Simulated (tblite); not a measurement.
Compound: C4H11P.
SMILES: `C=P(C)(C)C`

All values are computed: GFN2-xTB (tblite) harmonic vibrations without scaling, gas phase. Errors from tens to a few hundred cm⁻¹ against measured bands are possible.

Harmonic wavenumbers (cm⁻¹): 100.1, 147.3, 178.6, 203.3, 228.6, 254.4, 263.5, 295.9, 347.5, 610.9, 706.1, 734.5, 751.1, 757.0, 775.2, 789.3, 866.3, 873.7, 883.7, 946.2, 1024.2, 1303.0, 1305.6, 1311.4, 1401.7, 1414.9, 1425.4, 1433.1, 1439.3, 1440.0, 1453.4, 2955.3, 2966.2, 2995.0, 2995.4, 2997.9, 2998.7, 3005.9, 3007.1, 3009.9, 3014.6, 3018.6.

A = 3781, B = 3441, C = 3179 MHz; mass 90.060 u (most abundant isotopes); point group Cs, symmetry number 1.

Question: What is the zero-point energy?

Answer: Half the sum of the wavenumbers: 29315 cm⁻¹ = 350.69 kJ/mol.

Question: Entropy at 273.15 K, 1 bar (ideal gas, RRHO, classical rotation)?

Answer: Translation 163.16, rotation 109.60, vibration 80.09: S = 352.9 J/(mol K).

Question: And Cp and H(273.15 K) − H(0)?

Answer: Cp = 129.57 J/(mol K), of which vibrations give 96.31 (their classical limit is 42 R = 349.2); H(273.15 K) − H(0) = 21.91 kJ/mol without the zero-point energy, 12.82 from vibrations.

Question: What must be added to the electronic energy to get the Gibbs energy at 273.15 K and 1 bar?

Answer: ZPE + [H(273.15 K) − H(0)] − T·S = 350.69 + 21.91 − 96.38 = 276.22 kJ/mol.

Question: How do the functions run with temperature in this model?

Answer: 
```
 T (K)  S (J/(mol K))  Cp (J/(mol K))  H − H(0) (kJ/mol)  G − H(0) (kJ/mol)  ln q(vib)
    50          219.5            43.1               1.79              -9.19       0.08
   100          257.4            68.6               4.59             -21.14       0.64
298.15          364.6           138.0              25.25             -83.44       4.51
373.15          398.2           162.0              36.51            -112.06       6.07
   500          450.5           196.4              59.33            -165.94       8.69
   750          540.2           245.6             115.00            -290.12      13.68
  1000          615.8           280.0             180.94            -434.86      18.31
```

q(vib) and H(0) count from the zero-point level.

Hindered rotation and anharmonicity are outside this model.

Run on an x86-64 server with one thread, shared host. This covers the Hessian and the dipole derivatives.
